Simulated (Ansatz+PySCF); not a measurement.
The numbers below are computed, except where a source is named.
## Ansatz (development build ahead of 0.2.0) run

```yaml
crystal:
  periodic: [false, false, false]
  atoms:
    - { symbol: O, position_ang: [0.0, 0.0, -0.11966] }
    - { symbol: H, position_ang: [0.0, 2.26252, 1.67527] }
    - { symbol: H, position_ang: [0.0, -0.75417, 0.47865] }
basis:
  gaussian: { orbitals: cc-pVDZ }
magnetization:
  spin_polarized: true
hamiltonian:
  xc: hf
correlation:
  method: mp2
  frozen_orbitals: { H: 0, O: 1 }
scf:
  omitted_lower_state_checks: [stability, starts, atomic_configurations, cluster_reference, orbital_swaps, given_window_search, neighbouring_geometries, increment]
```

The input is written out in the form of the current development build from the run's settings.

Results

```json
{
 "Converged": "yes",
 "Reference energy": "-75.68614 hartree",
 "Correlation energy": "-0.31667 hartree",
 "Total energy": "-76.00281 hartree",
 "Spin squared of the determinant": "0.000",
 "Occupied orbitals by symmetry in an Abelian subgroup (alpha; beta)": "4 A' 1 A''; 4 A' 1 A''"
}
```

This is not the lowest solution: another run reaches a determinant 5.64 eV lower. Caution: large amplitudes, a single reference is doubtful.
